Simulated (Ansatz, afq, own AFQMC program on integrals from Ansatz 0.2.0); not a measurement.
Two steps: Ansatz 0.2.0 writes the Fock matrix and Cholesky factors of the valence space, and afq projects on them the lowest state that overlaps trial and start.

```yaml
crystal:
  periodic: [false, false, false]
  atoms:
    - {symbol: Ge, position_ang: [0.000000, 0.000000, 0.000000]}
basis:
  gaussian: {orbitals: cc-pVQZ}
magnetization: {spin_polarized: true, initial_magnetization: 2}
correlation: {method: ccsd_t, electrons: outside_noble_gas, hamiltonian_folder: ham}
```

```sh
$ ansatz run in.yaml --threads 1 --pin off --events-out ev --progress --plain --max-ram 16896MiB --backend cuda --devices 0, --max-vram 18GiB
```

Options of the walk:

```
--method phaseless --trial hf --walkers 4000 --populations 20 --least-time 40 --time-step 0.005 --steps-per-block 20 --equilibration-blocks 112 --max-blocks 4000 --target-error 0.00036 --factor-cut 1e-05 --start spin_pure --seed 5748 --taylor-order 6
```

Times are imaginary, in 1/Eh. The walk had a cap of 67 s. With eight or more populations the least sampling time is a fifth of least-time, and the error comes from their spread. Filled inner d shells are frozen with the cores.

Log:

```
orbitals 54  electrons 3 1  factors 402 of 432
reference energy -2075.36358677 Eh
CCSD correlation -0.06713580 Eh in 8 cycles, weight of the determinant in the CISD state 0.9443
energy of the start -2075.363669 Eh
 block  time / (1/Eh)  mean weight  energy / Eh
     1     0.100  1.0001  -2075.373716
     2     0.200  1.0003  -2075.381867
     3     0.300  1.0001  -2075.388487
     4     0.400  1.0003  -2075.394160
     5     0.500  1.0005  -2075.398389
     9     0.900  1.0002  -2075.411221
    21     2.100  1.0000  -2075.426256
    41     4.100  0.9999  -2075.432390
    61     6.100  1.0001  -2075.432100
    81     8.100  1.0000  -2075.431460
   101    10.100  1.0001  -2075.431499
   121    12.100  0.9998  -2075.432599
   141    14.100  0.9999  -2075.429777
   161    16.100  1.0000  -2075.431503
   181    18.100  1.0001  -2075.431817
   201    20.100  0.9998  -2075.434593
error from the spread of 20 populations
energy -2075.431702 +/- 0.000346 Eh
(rows thinned)
```

The run passed its tests (sampling time, drift between the halves within three errors, error under three times the target), which doesn't prove that it has relaxed.

Against this walk (error 9.4 meV) on the same determinant: CCSD(T) 30.8 meV lower, CCSDT(Q) 45.5 meV lower, full CI 45.8 meV lower, a separate phaseless walk with a CISD trial and standard settings 41.2 ± 9.5 meV lower. The error is statistical and leaves out the bias of the constraint. Full CI is exact here, so the walk's 46 meV above it is the walk's own error: the bias of the constraint with this trial.

Cautions: constraint bias not in the error; no relativity below Rb; no spin-orbit coupling; inner d shell frozen.

The walk took 18 s on 1 × NVIDIA H100 80GB HBM3 with 2 threads of AMD EPYC 7R13 Processor (Zen 3) (shared host) (the card was shared). The log's last line is the phaseless energy.

CCSDT and higher add their correlation energy to the determinant of the CCSD(T) run, since their own runs factorise the integrals more tightly (a shift of under 2 meV). A walk keeps the symmetry of its determinant, which the program's search chose and which needn't be the lowest solution, so a lower state of the same spin and another symmetry isn't excluded.
